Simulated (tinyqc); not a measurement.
CIS and TDHF on RHF in the sto-3g basis, frozen core, for H2O, spin multiplicity 1, step by step. Computed by tinyqc, a small Python program that keeps every step (integrals from PySCF). Settings: charge = 0, multiplicity = 1, basis = sto-3g, method = RHF, frozen orbitals = 1, energy threshold = 1e-10, iteration cap = 61, orthogonalisation = symmetric, start = core, DIIS depth = 6, TDHF = 1. Command: `OMP_NUM_THREADS=1 python tinyqc.py 30942 30943 out.jsonl` (the two numbers bound the seeds that draw the settings). One thread of a shared host (Intel(R) Xeon(R) Processor @ 2.60GHz), about 0.06 s of CPU time with the checks. The early iterations of the SCF are left out here.

## One-electron integrals

Geometry (angstrom):

| atom | x | y | z |
|---|---|---|---|
| O | 0.000000 | 0.000000 | 0.000000 |
| H | 0.000000 | 0.760000 | 0.618000 |
| H | 0.000000 | -0.760000 | 0.618000 |

Basis sto-3g: exponents (1/bohr^2) and contraction coefficients of normalised primitives:

| element | l (shell) | exponent | coefficient |
|---|---|---|---|
| O | s (1) | 130.709320 | 0.154329 |
| O | s (1) | 23.808861 | 0.535328 |
| O | s (1) | 6.443608 | 0.444635 |
| O | s (2) | 5.033151 | -0.099967 |
| O | s (2) | 1.169596 | 0.399513 |
| O | s (2) | 0.380389 | 0.700115 |
| O | p (3) | 5.033151 | 0.155916 |
| O | p (3) | 1.169596 | 0.607684 |
| O | p (3) | 0.380389 | 0.391957 |
| H | s (1) | 3.425251 | 0.154329 |
| H | s (1) | 0.623914 | 0.535328 |
| H | s (1) | 0.168855 | 0.444635 |

Overlap, kinetic and nuclear-attraction integrals over the contracted functions; the nuclear repulsion is the sum of Za Zb / Rab.

nuclear repulsion = 8.99171372 hartree

overlap S, lower triangle:
```
           1O 1s     1O 2s    1O 2px     1O 2py    1O 2pz     2H 1s     3H 1s
1O 1s   1.000000
1O 2s   0.236704  1.000000
1O 2px  0.000000  0.000000  1.000000
1O 2py  0.000000  0.000000  0.000000   1.000000
1O 2pz  0.000000  0.000000  0.000000   0.000000  1.000000
2H 1s   0.051185  0.460253  0.000000   0.299154  0.243259  1.000000
3H 1s   0.051185  0.460253  0.000000  -0.299154  0.243259  0.249518  1.000000
```

kinetic energy T (hartree), lower triangle:
```
            1O 1s     1O 2s    1O 2px     1O 2py    1O 2pz     2H 1s     3H 1s
1O 1s   29.003200
1O 2s   -0.168011  0.808128
1O 2px   0.000000  0.000000  2.528731
1O 2py   0.000000  0.000000  0.000000   2.528731
1O 2pz   0.000000  0.000000  0.000000   0.000000  2.528731
2H 1s   -0.003972  0.118136  0.000000   0.207430  0.168673  0.760032
3H 1s   -0.003972  0.118136  0.000000  -0.207430  0.168673  0.007995  0.760032
```

nuclear attraction V (hartree), lower triangle:
```
             1O 1s       1O 2s     1O 2px      1O 2py      1O 2pz      2H 1s      3H 1s
1O 1s   -61.698901
1O 2s    -7.438825  -10.119947
1O 2px    0.000000    0.000000  -9.967568
1O 2py    0.000000    0.000000   0.000000  -10.110420
1O 2pz   -0.018704   -0.221743   0.000000    0.000000  -10.062025
2H 1s    -1.654003   -3.720160   0.000000   -2.145616   -1.816967  -5.751324
3H 1s    -1.654003   -3.720160   0.000000    2.145616   -1.816967  -1.573247  -5.751324
```

core Hamiltonian H = T + V (hartree), lower triangle:
```
             1O 1s      1O 2s     1O 2px     1O 2py     1O 2pz      2H 1s      3H 1s
1O 1s   -32.695701
1O 2s    -7.606836  -9.311819
1O 2px    0.000000   0.000000  -7.438836
1O 2py    0.000000   0.000000   0.000000  -7.581689
1O 2pz   -0.018704  -0.221743   0.000000   0.000000  -7.533294
2H 1s    -1.657975  -3.602024   0.000000  -1.938187  -1.648294  -4.991292
3H 1s    -1.657975  -3.602024   0.000000   1.938187  -1.648294  -1.565252  -4.991292
```

## Two-electron integrals

Functions are numbered as in S; the eight-fold symmetry (ij|kl) = (ji|kl) = (kl|ij) leaves the list below.

Two-electron integrals (ij|kl) in chemists' order, unique and non-zero (hartree):
```
(11|11) 4.785065    (21|11) 0.741380    (21|21) 0.136873    (22|11) 1.118947
(22|21) 0.256633    (22|22) 0.817206    (31|31) 0.024477    (32|31) 0.037809
(32|32) 0.180518    (33|11) 1.115814    (33|21) 0.256684    (33|22) 0.817023
(33|33) 0.880159    (41|41) 0.024477    (42|41) 0.037809    (42|42) 0.180518
(43|43) 0.047444    (44|11) 1.115814    (44|21) 0.256684    (44|22) 0.817023
(44|33) 0.785270    (44|44) 0.880159    (51|51) 0.024477    (52|51) 0.037809
(52|52) 0.180518    (53|53) 0.047444    (54|54) 0.047444    (55|11) 1.115814
(55|21) 0.256684    (55|22) 0.817023    (55|33) 0.785270    (55|44) 0.785270
(55|55) 0.880159    (61|11) 0.162799    (61|21) 0.029795    (61|22) 0.055480
(61|33) 0.055374    (61|41) 0.001065    (61|42) 0.001991    (61|44) 0.055570
(61|51) 0.000866    (61|52) 0.001619    (61|54) 0.000159    (61|55) 0.055503
(61|61) 0.006570    (62|11) 0.388317    (62|21) 0.090143    (62|22) 0.316905
(62|33) 0.311587    (62|41) 0.005240    (62|42) 0.039702    (62|44) 0.321011
(62|51) 0.004261    (62|52) 0.032284    (62|54) 0.007663    (62|55) 0.317819
(62|61) 0.019992    (62|62) 0.150999    (63|31) 0.009525    (63|32) 0.055110
(63|43) 0.008290    (63|53) 0.006741    (63|63) 0.021750    (64|11) 0.214384
(64|21) 0.050420    (64|22) 0.189300    (64|33) 0.180672    (64|41) 0.012099
(64|42) 0.077629    (64|44) 0.202726    (64|51) 0.002093    (64|52) 0.018311
(64|54) 0.011192    (64|55) 0.184291    (64|61) 0.011686    (64|62) 0.109558
(64|64) 0.100340    (65|11) 0.174328    (65|21) 0.040999    (65|22) 0.153930
(65|33) 0.146915    (65|41) 0.002093    (65|42) 0.018311    (65|44) 0.151365
(65|51) 0.011227    (65|52) 0.070000    (65|54) 0.011909    (65|55) 0.163340
(65|61) 0.009503    (65|62) 0.089088    (65|64) 0.063906    (65|65) 0.073716
(66|11) 0.521559    (66|21) 0.123044    (66|22) 0.495301    (66|33) 0.475175
(66|41) 0.009430    (66|42) 0.097854    (66|44) 0.511154    (66|51) 0.007668
(66|52) 0.079570    (66|54) 0.029257    (66|55) 0.498965    (66|61) 0.027546
(66|62) 0.294429    (66|64) 0.243967    (66|65) 0.198384    (66|66) 0.774606
(71|11) 0.162799    (71|21) 0.029795    (71|22) 0.055480    (71|33) 0.055374
(71|41) -0.001065   (71|42) -0.001991   (71|44) 0.055570    (71|51) 0.000866
(71|52) 0.001619    (71|54) -0.000159   (71|55) 0.055503    (71|61) 0.006472
(71|62) 0.019384    (71|64) 0.010334    (71|65) 0.009220    (71|66) 0.026405
(71|71) 0.006570    (72|11) 0.388317    (72|21) 0.090143    (72|22) 0.316905
(72|33) 0.311587    (72|41) -0.005240   (72|42) -0.039702   (72|44) 0.321011
(72|51) 0.004261    (72|52) 0.032284    (72|54) -0.007663   (72|55) 0.317819
(72|61) 0.019384    (72|62) 0.123737    (72|64) 0.061657    (72|65) 0.071049
(72|66) 0.199653    (72|71) 0.019992    (72|72) 0.150999    (73|31) 0.009525
(73|32) 0.055110    (73|43) -0.008290   (73|53) 0.006741    (73|63) 0.017277
(73|73) 0.021750    (74|11) -0.214384   (74|21) -0.050420   (74|22) -0.189300
(74|33) -0.180672   (74|41) 0.012099    (74|42) 0.077629    (74|44) -0.202726
(74|51) -0.002093   (74|52) -0.018311   (74|54) 0.011192    (74|55) -0.184291
(74|61) -0.010334   (74|62) -0.061657   (74|64) -0.013881   (74|65) -0.034586
(74|66) -0.087465   (74|71) -0.011686   (74|72) -0.109558   (74|74) 0.100340
(75|11) 0.174328    (75|21) 0.040999    (75|22) 0.153930    (75|33) 0.146915
(75|41) -0.002093   (75|42) -0.018311   (75|44) 0.151365    (75|51) 0.011227
(75|52) 0.070000    (75|54) -0.011909   (75|55) 0.163340    (75|61) 0.009220
(75|62) 0.071049    (75|64) 0.034586    (75|65) 0.057451    (75|66) 0.125806
(75|71) 0.009503    (75|72) 0.089088    (75|74) -0.063906   (75|75) 0.073716
(76|11) 0.155835    (76|21) 0.036510    (76|22) 0.139195    (76|33) 0.135897
(76|44) 0.138530    (76|51) 0.002714    (76|52) 0.024373    (76|55) 0.143007
(76|61) 0.008020    (76|62) 0.065995    (76|64) 0.041240    (76|65) 0.043766
(76|66) 0.133029    (76|71) 0.008020    (76|72) 0.065995    (76|74) -0.041240
(76|75) 0.043766    (76|76) 0.035182    (77|11) 0.521559    (77|21) 0.123044
(77|22) 0.495301    (77|33) 0.475175    (77|41) -0.009430   (77|42) -0.097854
(77|44) 0.511154    (77|51) 0.007668    (77|52) 0.079570    (77|54) -0.029257
(77|55) 0.498965    (77|61) 0.026405    (77|62) 0.199653    (77|64) 0.087465
(77|65) 0.125806    (77|66) 0.341703    (77|71) 0.027546    (77|72) 0.294429
(77|74) -0.243967   (77|75) 0.198384    (77|76) 0.133029    (77|77) 0.774606
```

## Orthogonalisation

S = U s U^T; symmetric (Loewdin) form X = U s^(-1/2) U^T, so that X^T S X = 1.

eigenvalues of S: 0.356721  0.434162  0.883572  1.000000  1.097062  1.316320  1.912163

X, lower triangle:
```
            1O 1s      1O 2s    1O 2px     1O 2py     1O 2pz      2H 1s     3H 1s
1O 1s    1.024108
1O 2s   -0.142206   1.229629
1O 2px   0.000000   0.000000  1.000000
1O 2py   0.000000   0.000000  0.000000   1.103263
1O 2pz  -0.010058   0.107506  0.000000   0.000000   1.055646
2H 1s    0.021481  -0.282056  0.000000  -0.219087  -0.146490   1.196338
3H 1s    0.021481  -0.282056  0.000000   0.219087  -0.146490  -0.089662  1.196338
```

## Iteration 8 (converged): orbitals

converged F (hartree), lower triangle:
```
             1O 1s      1O 2s     1O 2px     1O 2py     1O 2pz      2H 1s      3H 1s
1O 1s   -20.239452
1O 2s    -5.163539  -2.441265
1O 2px    0.000000   0.000000  -0.391927
1O 2py    0.000000   0.000000   0.000000  -0.301385
1O 2pz   -0.028913  -0.120423   0.000000   0.000000  -0.340796
2H 1s    -1.134308  -0.987474   0.000000  -0.384591  -0.370631  -0.551980
3H 1s    -1.134308  -0.987474   0.000000   0.384591  -0.370631  -0.378954  -0.551980
```

Diagonalise F' = X^T F X, C = X C', fill 5 alpha and 5 beta electrons from the bottom; D = 2 C_occ C_occ^T. Each column has its largest component positive (the first on a tie).

F' = X^T F X (hartree), lower triangle:
```
            1          2          3          4          5          6         7
1  -19.860549
2   -2.693489  -1.244785
3    0.000000   0.000000  -0.391927
4    0.000000   0.000000   0.000000  -0.011613
5   -0.056430   0.116514   0.000000   0.000000  -0.180769
6   -0.169808  -0.497694   0.000000  -0.460979  -0.335719   0.013743
7   -0.169808  -0.497694   0.000000   0.460979  -0.335719  -0.104604  0.013743
```

orbital energies (hartree): MO1 -20.248170, MO2 -1.260415, MO3 -0.601787, MO4 -0.456862, MO5 -0.391927, MO6 0.588483, MO7 0.708521

coefficients C:
```
              MO1        MO2        MO3        MO4       MO5        MO6        MO7
1O 1s    0.994189  -0.233477   0.000000   0.103628  0.000000  -0.127991   0.000000
1O 2s    0.026064   0.841165   0.000000  -0.537147  0.000000   0.840307   0.000000
1O 2px   0.000000   0.000000   0.000000   0.000000  1.000000   0.000000   0.000000
1O 2py   0.000000   0.000000   0.609959   0.000000  0.000000   0.000000   0.970123
1O 2pz   0.004212   0.124618   0.000000   0.763329  0.000000   0.755479   0.000000
2H 1s   -0.005704   0.156632   0.447861   0.289571  0.000000  -0.778090  -0.821168
3H 1s   -0.005704   0.156632  -0.447861   0.289571  0.000000  -0.778090   0.821168
```

D after iteration 8, lower triangle:
```
            1O 1s      1O 2s    1O 2px     1O 2py    1O 2pz      2H 1s     3H 1s
1O 1s    2.107325
1O 2s   -0.452286   1.993527
1O 2px   0.000000   0.000000  2.000000
1O 2py   0.000000   0.000000  0.000000   0.744100
1O 2pz   0.108389  -0.610171  0.000000   0.000000  1.196437
2H 1s   -0.024467  -0.047875  0.000000   0.546354  0.481067   0.617994
3H 1s   -0.024467  -0.047875  0.000000  -0.546354  0.481067  -0.184324  0.617994
```

## Convergence

Stop when the energy changes by less than 1e-10 hartree and every element of the error matrix X^T (F D S - S D F) X is below 3e-06.

Course of the cycle:

| iteration | E (hartree) | change | largest element of the error matrix |
|---|---|---|---|
| 1 | -73.23935508 | - | 6.62e-01 |
| 2 | -74.93762100 | -1.70e+00 | 1.27e-01 |
| 3 | -74.96437454 | -2.68e-02 | 2.97e-02 |
| 4 | -74.96553664 | -1.16e-03 | 3.74e-03 |
| 5 | -74.96558457 | -4.79e-05 | 1.04e-03 |
| 6 | -74.96558807 | -3.50e-06 | 1.07e-04 |
| 7 | -74.96558810 | -2.96e-08 | 1.47e-07 |
| 8 | -74.96558810 | 0.000000 | 3.13e-09 |

PySCF RHF in the same basis = -74.96558810 hartree

Converged in 8 iterations.

## Integrals over molecular orbitals

(pq|rs) = sum C_ip C_jq C_kr C_ls (ij|kl), one index at a time.

one-electron integrals over orbitals h = C^T H C (hartree), lower triangle:
```
            1          2          3          4          5          6          7
1  -32.678249
2    0.558536  -7.651667
3    0.000000   0.000000  -6.313025
4   -0.235896   0.454173   0.000000  -6.916363
5    0.000000   0.000000   0.000000   0.000000  -7.438836
6    0.293912  -1.358726   0.000000  -1.127094   0.000000  -5.355377
7    0.000000   0.000000  -1.708982   0.000000   0.000000   0.000000  -5.579792
```

Two-electron integrals over orbitals (pq|rs), unique and non-zero (hartree); the lowest 1 orbital is frozen and left out:
```
(22|22) 0.727333    (32|32) 0.142182    (33|22) 0.641772    (33|33) 0.627882
(42|22) -0.000042   (42|33) 0.006311    (42|42) 0.124946    (43|32) 0.020924
(43|43) 0.048787    (44|22) 0.671874    (44|33) 0.593533    (44|42) -0.103218
(44|44) 0.767287    (52|52) 0.145039    (53|53) 0.028505    (54|52) -0.047371
(54|54) 0.055143    (55|22) 0.747853    (55|33) 0.625686    (55|42) -0.072050
(55|44) 0.721854    (55|55) 0.880159    (62|22) 0.142126    (62|33) 0.075727
(62|42) 0.021888    (62|44) 0.082604    (62|55) 0.156164    (62|62) 0.101342
(63|32) -0.037875   (63|43) -0.029671   (63|63) 0.069840    (64|22) 0.099727
(64|33) 0.044695    (64|42) -0.037432   (64|44) 0.125273    (64|55) 0.122725
(64|62) 0.060515    (64|64) 0.074602    (65|52) 0.057529    (65|54) -0.000554
(65|65) 0.037882    (66|22) 0.613932    (66|33) 0.569713    (66|42) 0.056361
(66|44) 0.550441    (66|55) 0.589791    (66|62) 0.098045    (66|64) 0.046048
(66|66) 0.597866    (72|32) 0.041945    (72|43) -0.034537   (72|63) 0.034850
(72|72) 0.062621    (73|22) 0.140391    (73|33) 0.089786    (73|42) -0.078385
(73|44) 0.155735    (73|55) 0.191127    (73|62) 0.075311    (73|64) 0.083502
(73|66) 0.039056    (73|73) 0.154350    (74|32) -0.077568   (74|43) -0.000460
(74|63) 0.045685    (74|72) -0.016444   (74|74) 0.070297    (75|53) 0.023683
(75|75) 0.024268    (76|32) 0.095784    (76|43) 0.050042    (76|63) -0.062938
(76|72) -0.009947   (76|74) -0.058720   (76|76) 0.113701    (77|22) 0.620980
(77|33) 0.606501    (77|42) -0.013707   (77|44) 0.602095    (77|55) 0.620890
(77|62) 0.067474    (77|64) 0.042547    (77|66) 0.565196    (77|73) 0.090965
(77|77) 0.614857
```

## CIS matrix, singlets

A(ia,jb) = (e_a - e_i) d_ij d_ab + 2 (ia|jb) - (ij|ab).

CIS matrix A, singlet (hartree), lower triangle:
```
          2>6        2>7       3>6       3>7       4>6       4>7       5>6       5>7
2>6  1.437650
2>7  0.000000   1.473198
3>6  0.000000  -0.026084  0.760237
3>7  0.054839   0.000000  0.000000  1.012507
4>6  0.064669   0.000000  0.000000  0.116962  0.644107
4>7  0.000000  -0.019182  0.041327  0.000000  0.000000  0.703880
5>6  0.000000   0.000000  0.000000  0.000000  0.000000  0.000000  0.466383
5>7  0.000000   0.000000  0.000000  0.000000  0.000000  0.000000  0.000000  0.528094
```

## CIS singlet states

dipole integrals <i|r|a> (bohr):
```
            x          y          z
2>6  0.000000   0.000000  -0.110985
2>7  0.000000  -0.128914   0.000000
3>6  0.000000  -0.820887   0.000000
3>7  0.000000   0.000000  -0.664913
4>6  0.000000   0.000000  -0.521046
4>7  0.000000  -0.684327   0.000000
5>6  0.071846   0.000000   0.000000
5>7  0.000000   0.000000   0.000000
```

Diagonalise A (1 hartree = 27.211386 eV); each vector has its largest component positive (the first on a tie). The transition dipole is mu = sqrt2 sum c_ia <i|r|a>.

singlet excitation energies (eV): 12.690921  14.370160  16.529186  18.558435  21.241159  28.143790  39.526223  40.128841

lowest vectors:
```
      state 1   state 2    state 3    state 4   state 5    state 6
2>6  0.000000  0.000000  -0.057051   0.000000  0.000000  -0.170509
2>7  0.000000  0.000000   0.000000   0.006110  0.046173   0.000000
3>6  0.000000  0.000000   0.000000  -0.465517  0.884222   0.000000
3>7  0.000000  0.000000  -0.269823   0.000000  0.000000   0.951275
4>6  0.000000  0.000000   0.961218   0.000000  0.000000   0.256911
4>7  0.000000  0.000000   0.000000   0.885018  0.464779   0.000000
5>6  1.000000  0.000000   0.000000   0.000000  0.000000   0.000000
5>7  0.000000  1.000000   0.000000   0.000000  0.000000   0.000000
```

oscillator strengths 2/3 w |mu|^2: 0.003210  0.000000  0.080414  0.045747  1.147171  0.770441

## TDHF (RPA) singlet states

B(ia,jb) = 2 (ia|jb) - (ib|ja); the squared energies are the eigenvalues of (A - B)(A + B); 1 hartree = 27.211386 eV.

TDHF matrix B, singlet (hartree), lower triangle:
```
          2>6        2>7       3>6       3>7       4>6       4>7       5>6       5>7
2>6  0.101342
2>7  0.000000   0.062621
3>6  0.000000  -0.005611  0.069840
3>7  0.115773   0.000000  0.000000  0.154350
4>6  0.060515   0.000000  0.000000  0.121319  0.074602
4>7  0.000000  -0.016444  0.007867  0.000000  0.000000  0.070297
5>6  0.000000   0.000000  0.000000  0.000000  0.000000  0.000000  0.037882
5>7  0.000000   0.000000  0.000000  0.000000  0.000000  0.000000  0.000000  0.024268
```

squared energies w^2 (hartree^2): 0.216078  0.278294  0.363922  0.460984  0.603537  1.017712  2.063758  2.170245

TDHF energies from the positive w^2 (eV): 12.648987  14.354979  16.415537  18.475381  21.139885  27.451312  39.091297  40.087136

## CIS matrix, triplets

A(ia,jb) = (e_a - e_i) d_ij d_ab - (ij|ab).

CIS matrix A, triplet (hartree), lower triangle:
```
           2>6        2>7        3>6        3>7       4>6       4>7       5>6       5>7
2>6   1.234965
2>7   0.000000   1.347956
3>6   0.000000  -0.095784   0.620557
3>7  -0.095784   0.000000   0.000000   0.703807
4>6  -0.056361   0.000000   0.000000  -0.050042  0.494903
4>7   0.000000   0.013707  -0.050042   0.000000  0.000000  0.563287
5>6   0.000000   0.000000   0.000000   0.000000  0.000000  0.000000  0.390619
5>7   0.000000   0.000000   0.000000   0.000000  0.000000  0.000000  0.000000  0.479558
```

## CIS triplet states

Diagonalise A (1 hartree = 27.211386 eV); each vector has its largest component positive (the first on a tie).

triplet excitation energies (eV): 10.629271  12.941922  13.049428  14.490386  17.372460  19.141571  34.140202  37.030928

lowest vectors:
```
      state 1   state 2   state 3   state 4    state 5    state 6
2>6  0.000000  0.103445  0.000000  0.000000   0.000000   0.143357
2>7  0.000000  0.000000  0.000000  0.048386   0.123207   0.000000
3>6  0.000000  0.000000  0.000000  0.532822   0.836190   0.000000
3>7  0.000000  0.254285  0.000000  0.000000   0.000000   0.952862
4>6  0.000000  0.961581  0.000000  0.000000   0.000000  -0.267401
4>7  0.000000  0.000000  0.000000  0.844843  -0.534422   0.000000
5>6  1.000000  0.000000  0.000000  0.000000   0.000000   0.000000
5>7  0.000000  0.000000  1.000000  0.000000   0.000000   0.000000
```

## TDHF (RPA) triplet states

B(ia,jb) = - (ib|ja); the squared energies are the eigenvalues of (A - B)(A + B); 1 hartree = 27.211386 eV.

TDHF matrix B, triplet (hartree), lower triangle:
```
           2>6        2>7        3>6        3>7        4>6        4>7        5>6        5>7
2>6  -0.101342
2>7   0.000000  -0.062621
3>6   0.000000  -0.075311  -0.069840
3>7  -0.034850   0.000000   0.000000  -0.154350
4>6  -0.060515   0.000000   0.000000  -0.045685  -0.074602
4>7   0.000000   0.016444  -0.083502   0.000000   0.000000  -0.070297
5>6   0.000000   0.000000   0.000000   0.000000   0.000000   0.000000  -0.037882
5>7   0.000000   0.000000   0.000000   0.000000   0.000000   0.000000   0.000000  -0.024268
```

squared energies w^2 (hartree^2): 0.151148  0.205777  0.229387  0.259503  0.402199  0.473382  1.562378  1.841829

TDHF energies from the positive w^2 (eV): 10.579169  12.343813  13.032709  13.861870  17.257232  18.722176  34.012909  36.929657
